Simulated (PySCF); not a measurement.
# Aluminium: a sound run and one with changed settings

Sound run: Al [Ne] 3s2 3p1, Al⁺ [Ne] 3s2. Computed with PySCF 2.14 in cc-pVDZ-DK (4s3p1d, 18 functions), with scalar relativity by spin-free X2C-1e. In the sound run the correlated levels freeze [Ne]. The sound run starts from symmetry-adapted Hartree-Fock orbitals and uses a fine grid where one is needed.

Changed run: a valence shell is frozen. This setting is unsound on purpose.

Ionisation energy of Al:

```
 method  sound run (eV)  changed run (eV)
    UHF           5.574             5.574
    MP2           5.725             5.574
SCS-MP2           5.706             5.574
   CCSD           5.808             5.574
CCSD(T)           5.826             5.574
  CCSDT             n/a             5.574
    FCI             n/a             5.574
```

Freezing a valence shell removes pair correlation that changes on ionisation.

For comparison, NIST gives 5.986 eV between the lowest levels.
